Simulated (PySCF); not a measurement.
## How good is the calculation?

Bonds (- single, = double, # triple, : aromatic): Cl1-C2 1.770 Å, C2-Cl3 1.770 Å, C2-Cl4 1.770 Å, C2-Cl5 1.770 Å.

The experiment to reproduce: δ ¹³C C2 96.3 ppm (measured; solution, CDCl3, 298 K; Fulmer et al., Organometallics 2010, 29, 2176).
δ ¹³C C2 96.5 ppm (measured; solution, CD2Cl2, 298 K; Fulmer et al., Organometallics 2010, 29, 2176).

No solvent model, relativity neglected, single conformer, one averaged value for each set of equivalent atoms. Coordinates at the PBE0-D3(BJ)/def2-SVP level; PBE0/pcSseg-1 with gauge-including orbitals; PySCF 2.14.

Problem. Set the calculated values beside the experiment.

Solution. 
Reference values: measured (solution, CDCl3, 298 K; Fulmer et al., Organometallics 2010, 29, 2176).
| atoms | quantity | reference | computed | computed, scaled |
| --- | --- | --- | --- | --- |
| C2 | δ ¹³C | 96.3 | 134.8 | 108.7 |

Reference values: measured (solution, CD2Cl2, 298 K; Fulmer et al., Organometallics 2010, 29, 2176).
```tsv
atoms	quantity	reference	computed	computed, scaled
C2	δ ¹³C	96.5	134.8	108.7
```

Computed shifts are σ(ref) − σ with the named reference compound (TMS for H and C) calculated as an isolated molecule at the same level. The measured values may be among those fitted. Empirical linear scaling, fitted to shifts measured mostly in CDCl3 for H and C (δ vs TMS): ¹³C: δ = 177.62 − 0.967σ -5.2 per attached Cl (rms 1.9 ppm, 903 shifts, 2.3 ppm with the 23 outliers that the fit left out). A few per cent of atoms miss by over 2 rms, more outside the fitted compound classes.

Problem. How far are the unscaled ¹³C shifts from the references?

Solution. Mean signed difference +38.40 ppm, mean absolute 38.40 ppm over 2 comparisons; the largest is +38.5 ppm at C2 (fully substituted sp3 carbon bonded to 4 Cl).

2 of the 13 published NMR values on file for this molecule are compared. The rest: values from further sources.

Carbons that carry Cl, above all several Cl atoms, come out too deshielded, partly because spin–orbit coupling is missing.
